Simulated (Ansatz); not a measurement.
How far each method lies from full CI for HAlSi, singlet

Geometry: a point of a bend scan, not a stationary point.

```xyz
3

Si    0.2140    0.0000    2.0557
Al   -0.2714    0.0000   -0.2476
H     0.0574    0.0000   -1.8081
```

Basis 6-31G; Ansatz 0.2.0. Correlated methods freeze the noble-gas cores, which leaves 8 electrons in 18 orbitals. R marks a restricted (for open shells ROHF) determinant, U an unrestricted one. Active spaces: pair = (2e, 2o) about the gap; valence = (8e, 9o) chosen from the atoms' valence shells.

Full CI is exact within this basis and frozen core; it isn't the basis-set limit. The frozen core follows each run's orbitals, which can shift R against U totals by a few meV.

HF rows are the lowest solutions found. Coupled cluster chose its determinant by trial CCSD, here up to 0.03 eV above the lowest Hartree–Fock solution of its kind, and MP2 stands on that determinant too.

- UHF ⟨S²⟩: 1.087
- ⟨S²⟩ of the determinant under UCCSD: 1.013
- T1 diagnostic (RCCSD): 0.0327
- largest doubles amplitude (RCCSD): 0.168

| level | E − E(full CI) (kJ/mol) | share of correlation (%) | wall time |
| --- | --- | --- | --- |
| RHF | 280.8 | 0.00 | – |
| UHF† | 209.0 | – | 1.2 s |
| RMP2 | 89.5 | 68.14 | – |
| UMP2† | 43.2 | – | – |
| RCCSD | 19.7 | 92.98 | – |
| UCCSD*† | -27.1 | – | – |
| RCCSD(T) | 10.8 | 96.14 | 0.81 s |
| UCCSD(T)*† | -40.5 | – | 6 s |
| BCCD(T) | 11.2 | 95.99 | 1.1 s |
| RCCSDT* | 4.7 | 98.32 | – |
| UCCSDT*† | -56.3 | – | – |
| RCCSDT(Q)* | 0.9 | 99.68 | 2 s |
| UCCSDT(Q)*† | -60.4 | – | 11 s |
| RCCSDTQ* | 0.2 | 99.91 | 11 s |
| UCCSDTQ*† | -60.2 | – | 74 s |
| CASSCF (valence space) | 63.5 | 77.38 | – |
| NEVPT2 (valence space) | 19.5 | 93.06 | 3.7 s |
| MRCISD (valence space) | 1.7 | 99.41 | – |
| MRCISD+Q (valence space) | 0.2 | 99.92 | 5 s |

An asterisk marks runs whose energy the program itself flagged as in doubt. A dagger marks rows that describe another state than the reference (another or a broken symmetry, a higher spin or other natural occupations), so the difference isn't the method's error.

The correlation energy at full CI, counted from RHF, is -2.910 eV. That run took 43 s on 1 thread of Arm Neoverse V1, shared host over 4,681,152 determinants.

Run but not shown, since their state or frozen core can't be matched to the reference's or they repeat it: CISD, CASSCF (pair space), NEVPT2 (pair space), MRCISD (pair space), MRCISD+Q (pair space).

Times hold each run's SCF and search for its determinant on a shared host, so for small cases they say little of a method's own cost; they ran on 1 thread of Arm Neoverse V1.

Unrestricted levels hold only the spin's projection, and here they fall towards a lower state of higher spin.

The full-CI state has the irrep A'' of Cs, in the program's axes.

Natural occupations of full CI about the gap: 1.965 1.957 1.911 0.957 0.956 0.090 0.064 0.049 0.019 0.008; effectively unpaired electrons, Σ n²(2−n)², 2.09. No single determinant describes this state well, so single-reference rows can miss without a flag.
